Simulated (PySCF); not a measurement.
How methods differ on the ionisation energy of He

He 1s2 (1S) → He+ 1s1 (2S), as a difference of total energies. Calculation: PySCF 2.14, in cc-pVTZ-DK (3s2p1d, 14 functions); the spin-free X2C one-electron Hamiltonian (Gaussian nucleus). Correlated levels: valence: nothing frozen. The calculations carry no spin-orbit coupling.

```tsv
method	ionisation energy (eV)	error (eV)
UHF	23.462	-1.125
PBE0	24.451	-0.136
PBE	24.464	-0.123
MP2 (valence)	24.364	-0.223
SCS-MP2 (valence)	24.545	-0.042
CCSD (valence)	24.526	-0.061
```

Reference: 24.587 eV (measured; NIST Atomic Spectra Database, ionization energies).

Errors of the correlated levels include the incompleteness of this basis.

With two correlated electrons CCSD is exact in that space.
